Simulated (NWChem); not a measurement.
# Si2H6 (disilane): levels of theory compared

Wanted: a comparison of 4 runs (HF/STO-3G, HF/3-21G, B3LYP/6-31G*) of Si2H6 (disilane). 

The calculation is run with NWChem 7.3.0.

2 further runs of the same task are left out: 2 that didn't finish.

## Step 1: Starting point

Si2H6 has 8 atoms, charge 0, and is taken as a singlet. SMILES: `[SiH3][SiH3]`. The coordinates come from a PBE0-D4/def2-TZVP relaxation.

Bond lengths: Si1–Si2 2.338 Å, Si1–H3 1.488 Å, Si1–H4 1.488 Å, Si1–H5 1.488 Å, Si2–H6 1.488 Å, Si2–H7 1.488 Å, Si2–H8 1.488 Å. Some angles: Si1–Si2–H6 110.3°, Si1–Si2–H7 110.3°, Si1–Si2–H8 110.3°, Si2–Si1–H3 110.3°, Si2–Si1–H4 110.3°, Si2–Si1–H5 110.3°, H6–Si2–H7 108.7°, H6–Si2–H8 108.7°, H7–Si2–H8 108.7°, H3–Si1–H4 108.7°.

## Step 2: Energy and gradient at HF/STO-3G (run 1)

Contents of test.nw:

```
echo
start test
title "H6Si2"
memory stack 880 mb heap 220 mb global 1100 mb
charge 0

geometry noautosym nocenter noautoz
 Si   -0.340500    0.490200   -1.004900
 Si    0.363500   -0.504400    0.991000
 H     0.833900    0.948200   -1.794900
 H    -1.112900   -0.483900   -1.821900
 H    -1.208000    1.664100   -0.717900
 H     1.139000    0.468600    1.806300
 H     1.228100   -1.680500    0.704000
 H    -0.811000   -0.959200    1.782600
end

basis spherical bse
 * library STO-3G
end

scf
 thresh 1e-08
 maxiter 80
end

task scf gradient
```

Started as:

```console
$ nwchem test.nw > test.out
```

The log of the run:

```text
[...]
  functions       =    24
[...]
  wavefunction    = RHF
[...]
         Total SCF energy =   -574.693163140947
      One-electron energy =   -981.150845931334
      Two-electron energy =    315.684595055496
 Nuclear repulsion energy =     90.773087734890
        Time for solution =      0.6s
[...]
                         RHF ENERGY GRADIENTS
    atom               coordinates                        gradient
                 x          y          z           x          y          z
   1 Si     -0.643452   0.926344  -1.898986   -0.000808   0.001108  -0.002224
   2 Si      0.686915  -0.953178   1.872718    0.000780  -0.001078   0.002256
   3 H       1.575843   1.791838  -3.391869    0.027218   0.009690  -0.016510
   4 H      -2.103076  -0.914438  -3.442892   -0.017039  -0.022865  -0.017117
   5 H      -2.282789   3.144693  -1.356634   -0.019203   0.025956   0.007979
   6 H       2.152398   0.885526   3.413412    0.017107   0.022827   0.017063
   7 H       2.320772  -3.175685   1.330367    0.019148  -0.026025  -0.007979
   8 H      -1.532568  -1.812625   3.368626   -0.027203  -0.009613   0.016531
[...]
```

Run time: 1.3 s. Hardware: 1 thread of Intel Xeon Platinum 8375C at 2.90GHz (Ice Lake), shared host; peak memory 0.1 GiB.

## Step 3: Energy and gradient at HF/3-21G (run 2)

Contents of nw.nw:

```
START nw
memory total 2200 mb
charge 0
GEOMETRY noautosym nocenter noautoz
  Si    -0.340500     0.490200    -1.004900
  Si     0.363500    -0.504400     0.991000
  H      0.833900     0.948200    -1.794900
  H     -1.112900    -0.483900    -1.821900
  H     -1.208000     1.664100    -0.717900
  H      1.139000     0.468600     1.806300
  H      1.228100    -1.680500     0.704000
  H     -0.811000    -0.959200     1.782600
END
BASIS spherical bse
  * library 3-21G
END
SCF
  thresh 1e-08
  maxiter 80
  noprint "final vectors analysis"
END
TASK scf gradient
```

Started as:

```console
$ nwchem nw.nw > nw.out
```

The log of the run:

```text
[...]
  functions       =    38
[...]
  wavefunction    = RHF
[...]
         Total SCF energy =   -578.240865717442
      One-electron energy =   -982.443165249326
      Two-electron energy =    313.429211796994
 Nuclear repulsion energy =     90.773087734890
        Time for solution =      0.6s
[...]
                         RHF ENERGY GRADIENTS
    atom               coordinates                        gradient
                 x          y          z           x          y          z
   1 Si     -0.643452   0.926344  -1.898986    0.002559  -0.003638   0.007301
   2 Si      0.686915  -0.953178   1.872718   -0.002579   0.003660  -0.007277
   3 H       1.575843   1.791838  -3.391869   -0.000306  -0.000027   0.000028
   4 H      -2.103076  -0.914438  -3.442892    0.000127   0.000292   0.000038
   5 H      -2.282789   3.144693  -1.356634    0.000144  -0.000194  -0.000208
   6 H       2.152398   0.885526   3.413412   -0.000128  -0.000302  -0.000050
   7 H       2.320772  -3.175685   1.330367   -0.000137   0.000178   0.000208
   8 H      -1.532568  -1.812625   3.368626    0.000320   0.000032  -0.000038
[...]
```

It took 1.4 s on 1 thread of Intel Xeon Platinum 8375C at 2.90GHz (Ice Lake), shared host; peak memory 0.099 GiB.

Run 3 isn't shown in full; the table further down has it.

## Step 4: Energy and gradient at B3LYP/6-31G(d) (Cartesian functions) (run 4)

Contents of h6si2.nw:

```
start h6si2
title "H6Si2 gradient"
memory stack 880 mb heap 220 mb global 1100 mb
charge 0

geometry noautosym nocenter noautoz
Si    -0.340500     0.490200    -1.004900
Si     0.363500    -0.504400     0.991000
H      0.833900     0.948200    -1.794900
H     -1.112900    -0.483900    -1.821900
H     -1.208000     1.664100    -0.717900
H      1.139000     0.468600     1.806300
H      1.228100    -1.680500     0.704000
H     -0.811000    -0.959200     1.782600
end

basis "ao basis" cartesian
* library 6-31G*
end

dft
xc b3lyp
grid xfine
convergence energy 1e-08
maxiter 100
mulliken
end

task dft gradient
```

Started as:

```console
$ nwchem h6si2.nw > h6si2.out
```

The log of the run:

```text
[...]
          Wavefunction type:  closed shell.
          No. of atoms     :     8
          No. of electrons :    34
[...]
          Charge           :     0
          Spin multiplicity:     1
[...]
          AO basis - number of functions:    50
[...]
              XC Information
              --------------
                         B3LYP Method XC Potential
                     Hartree-Fock (Exact) Exchange  0.200
                        Slater Exchange Functional  0.800 local
                    Becke 1988 Exchange Functional  0.720 non-local
              Lee-Yang-Parr Correlation Functional  0.810
                  VWN I RPA Correlation Functional  0.190 local
[...]
 d= 0,ls=0.0,diis     1   -582.5607947650 -6.73D+02  1.12D-02  2.05D-01     2.5
[...]
 d= 0,ls=0.0,diis     7   -582.5826693915 -3.43D-10  7.41D-08  7.69D-12    14.0
         Total DFT energy =     -582.582669391488
      One electron energy =     -986.566436146407
           Coulomb energy =      357.279456635945
    Exchange-Corr. energy =      -44.068777615917
 Nuclear repulsion energy =       90.773087734890
[...]
      Total Density - Mulliken Population Analysis
     ---------------------------------------------
    Atom       Charge   Shell Charges
 -----------   ------   -------------------------------------------------------
    1 Si  14    13.84   2.00  1.99  5.96  1.04  2.00  0.30  0.44  0.11
    2 Si  14    13.84   2.00  1.99  5.96  1.04  2.00  0.30  0.44  0.11
    3 H    1     1.05   0.51  0.55
    4 H    1     1.05   0.51  0.54
    5 H    1     1.05   0.51  0.55
    6 H    1     1.05   0.51  0.54
    7 H    1     1.05   0.51  0.55
    8 H    1     1.05   0.51  0.54
[...]
  wavefunction    = closed shell
[...]
```

Wall time 18 s (1 thread of Intel Xeon Platinum 8375C at 2.90GHz (Ice Lake), shared host); peak memory 0.14 GiB.

## Step 5: The series

| run | level | iteration cap | module | energy (Eh) | dipole moment (D) | largest force (eV/Å) | wall time |
| --- | --- | --- | --- | --- | --- | --- | --- |
| 1 | HF/STO-3G | 80 | scf | -574.693163 | 0.00 | 1.711 | 1.3 s |
| 2 | HF/3-21G | 80 | scf | -578.240866 | 0.00 | 0.440 | 1.4 s |
| 3 | B3LYP/6-31G* (spherical functions) | 100 | dft | -582.579135 | 0.00 | 0.041 | 18 s |
| 4 | B3LYP/6-31G* (Cartesian functions) | 100 | dft | -582.582669 | 0.00 | 0.041 | 18 s |

## Step 6: Results

| quantity | value |
| --- | --- |
| run 4: total energy | -582.58267 Eh |
| run 4: dipole moment | 0.00 D |
| run 4: HOMO energy | -8.10 eV |
| run 4: LUMO energy | 0.59 eV |
| run 4: HOMO–LUMO gap | 8.69 eV |
| run 4: largest force on an atom | 0.041 eV/Å |

In run 1 the basis is minimal, so the values are rough. All runs together took 39 s, the longest 18 s.
